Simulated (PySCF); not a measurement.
dichloromethane (CH₂Cl₂), SMILES ClCCl. Atoms are numbered in the order given.

```xyz
5

Cl    -1.4688     0.0000     0.2146
C      0.0000     0.0000    -0.7593
Cl     1.4688     0.0000     0.2146
H      0.0000     0.8970    -1.3708
H      0.0000    -0.8970    -1.3708
```

The structure is a stationary point at PBE0-D3(BJ)/def2-TZVP.

All values below come from PBE/pcJ-1 run with PySCF.

Isotropic couplings with Fermi-contact, spin-dipole and both spin-orbit terms, one fixed conformer, no vibrational averaging. Isotopes: 13C, 1H.

Computed spin–spin coupling constants:
```tsv
pair	bonds apart	J (Hz)
C2–H4	1	169.2
C2–H5	1	169.2
H4–H5	2	-5.9
```
